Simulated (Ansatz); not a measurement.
A run of Ansatz (development build ahead of 0.2.0) on triplet S₂ at this shape:

```xyz
2

S     0.0000    0.0000   -0.8758
S     0.0000    0.0000    0.8758
```

Its results:

```
Converged                       : yes
Reference energy                : -795.04474 hartree
Correlation energy              : -0.23004 hartree
Total energy                    : -795.27477 hartree
Spin squared of the determinant : 2.031
```

(1) Which input gives this output? Name the method, the orbitals and the basis set, and write the input.

Answers

(1) UHF-MP2 in cc-pVDZ.

```yaml
crystal:
  periodic: [false, false, false]
  atoms:
    - { symbol: S, position_ang: [0.0, 0.0, -0.87583] }
    - { symbol: S, position_ang: [0.0, 0.0, 0.87583] }
basis:
  gaussian: { orbitals: cc-pVDZ }
magnetization:
  spin_polarized: true
  initial_magnetization: 2
hamiltonian:
  xc: hf
correlation:
  method: mp2
  frozen_orbitals: { S: 5 }
```
